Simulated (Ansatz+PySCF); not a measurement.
Two shapes of doublet C₄H₇.

Shape 1:

```xyz
11

C     0.0601    0.0000   -1.5951
C    -0.5222    0.0000   -0.2631
C     0.1554    0.7470    0.8920
C     0.1554   -0.7470    0.8920
H     1.1357    0.0000   -1.7275
H    -0.5639    0.0000   -2.4782
H    -1.6064    0.0000   -0.2282
H    -0.4882    1.2680    1.5913
H     1.0812    1.2611    0.6627
H    -0.4882   -1.2680    1.5913
H     1.0812   -1.2611    0.6627
```

Shape 2:

```xyz
11

C     0.0723    0.0000   -1.5744
C    -0.5101    0.0000   -0.2424
C     0.1452    0.7225    0.8748
C     0.1452   -0.7225    0.8748
H     1.1479    0.0000   -1.7068
H    -0.5518    0.0000   -2.4575
H    -1.5942    0.0000   -0.2075
H    -0.4984    1.2435    1.5741
H     1.0711    1.2366    0.6454
H    -0.4984   -1.2435    1.5741
H     1.0711   -1.2366    0.6454
```

Basis set: cc-pVTZ (spherical functions). Frozen core: 4 orbitals. Correlation on ROHF uses semicanonical orbitals with singles. Charge 0, multiplicity 2.

Computed with Ansatz (development build ahead of 0.2.0); each method stands on the lowest determinant of its kind that the runs found.

Question: Which shape is lower in energy, and by how much in each method?

Answer:

```tsv
method	E(2) − E(1) (eV)
ROHF	0.033
UHF	0.039
ROHF-MP2	0.071
UHF-MP2	0.069
```

Shape 1 is lower.
